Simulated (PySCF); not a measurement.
Species: CHClF₂.
SMILES: `FC(F)Cl`

Level of theory: PBE0-D3(BJ)/def2-SVP geometry optimisation, gas phase in PySCF.

Take the most abundant isotopes and a rigid rotor. 

(1) What are A, B and C (cm⁻¹)?

(2) Classify the top.

(3) Is it planar, by Δ = Ic − Ia − Ib?

(4) Give the other two planar moments, Paa and Pbb, and the rms extents of the mass along the axes.

(5) Give the coordinates in the principal-axis frame, origin at the centre of mass.

(6) List the rotational levels J(Ka,Kc) to J = 5 (cm⁻¹).

(7) Which lines would a microwave search look for?

(8) Estimate the classical rotational partition function at 10 K, 25 K and 298.15 K.

## Answers

(1) Ia = 48.81, Ib = 104.39, Ic = 143.98 u·Å²; 505379 MHz·u·Å²/I gives 10354, 4841 and 3510 MHz, that is A = 0.34539, B = 0.16148, C = 0.11708 cm⁻¹.

(2) An asymmetric top; Ray's κ = -0.611.

(3) Not planar: Δ = Ic − Ia − Ib = -9.22 u·Å². For a rigid frame Δ = −2 Σ m c², so Σ m c² = 4.61 u·Å² lies off the ab plane: 2.21 from hydrogen and 2.40 from heavier atoms. The atom farthest from that plane is 1.48 Å away.

(4) Paa = Σ m a² = (Ib + Ic − Ia)/2 = 99.78 and Pbb = Σ m b² = (Ia + Ic − Ib)/2 = 44.20 u·Å². With the mass M = 85.97 u, the rms extents √(P/M) along a, b and c are 1.08, 0.72, 0.23 Å.

(5) The sense of each axis is arbitrary; atoms in the order of the calculation.
```json
{"atom": "F1", "mass (u)": "18.998", "a (Å)": "-1.026", "b (Å)": "1.078", "c (Å)": "-0.121"}
{"atom": "C2", "mass (u)": "12.000", "a (Å)": "-0.437", "b (Å)": "0.000", "c (Å)": "0.385"}
{"atom": "F3", "mass (u)": "18.998", "a (Å)": "-1.025", "b (Å)": "-1.079", "c (Å)": "-0.121"}
{"atom": "Cl4", "mass (u)": "34.969", "a (Å)": "1.279", "b (Å)": "0.000", "c (Å)": "-0.043"}
{"atom": "H5", "mass (u)": "1.008", "a (Å)": "-0.525", "b (Å)": "0.000", "c (Å)": "1.482"}
```

(6) Above 0(0,0):
J = 1: 1(0,1) 0.2786, 1(1,1) 0.4625, 1(1,0) 0.5069
J = 2: 2(0,2) 0.8286, 2(1,2) 0.9752, 2(1,1) 1.1084, 2(2,1) 1.6601, 2(2,0) 1.6672
J = 3: 3(0,3) 1.6370, 3(1,3) 1.7402, 3(1,2) 2.0058, 3(2,2) 2.4958, 3(2,1) 2.5302, 3(3,1) 3.5305, 3(3,0) 3.5312
J = 4: 4(0,4) 2.6889, 4(1,4) 2.7533, 4(1,3) 3.1923, 4(2,3) 3.6045, 4(2,2) 3.7012, 4(3,2) 4.6570, 4(3,1) 4.6620, 4(4,1) 6.0889, 4(4,0) 6.0889
J = 5: 5(0,5) 3.9742, 5(1,5) 4.0106, 5(1,4) 4.6572, 5(2,4) 4.9815, 5(2,3) 5.1852, 5(3,3) 6.0677, 5(3,2) 6.0870, 5(4,2) 7.4975, 5(4,1) 7.4980, 5(5,1) 9.3378, 5(5,0) 9.3378
Those of J = 1 are B + C, A + C and A + B.

(7) The dipole components are |μa| = 0.13 D, |μb| = 0.00 D, |μc| = 1.42 D; the mirror of this Cs structure is the ac plane, so μb vanishes by symmetry and there are no b-type lines. Intensities carry the squares of the components, which stand as 0.01 : 1.00 (a : c). Some lines, for components of 0.1 D or more:

| type | branch | J(Ka,Kc) | MHz | lower level (cm⁻¹) |
| --- | --- | --- | --- | --- |
| a | Q | 1(1,0) ← 1(1,1) | 1331 | 0.462 |
| a | Q | 2(1,1) ← 2(1,2) | 3993 | 0.975 |
| c | Q | 2(1,2) ← 2(0,2) | 4395 | 0.829 |
| c | Q | 1(1,1) ← 1(0,1) | 5513 | 0.279 |
| a | R | 1(0,1) ← 0(0,0) | 8351 | 0.000 |
| c | R | 1(1,0) ← 0(0,0) | 15195 | 0.000 |
| a | R | 2(1,2) ← 1(1,1) | 15371 | 0.462 |
| a | R | 2(0,2) ← 1(0,1) | 16489 | 0.279 |
| c | Q | 2(2,1) ← 2(1,1) | 16540 | 1.108 |
| a | R | 2(1,1) ← 1(1,0) | 18033 | 0.507 |
| c | R | 2(1,1) ← 1(0,1) | 24878 | 0.279 |
| c | R | 2(2,0) ← 1(1,0) | 34786 | 0.507 |
| c | R | 2(2,1) ← 1(1,1) | 35904 | 0.462 |

(8) Point group Cs, symmetry number σ = 1; q = (√π/σ)·√((kT/h)³/(ABC)), k/h = 20836.6 MHz/K: 402 at 10 K, 1590 at 25 K, 65400 at 298.15 K.

Stationary, but not proved a minimum. Constants of a rigid frame at the computed geometry: no zero-point averaging, no centrifugal distortion. Quadrupole hyperfine structure (35Cl) is left out.
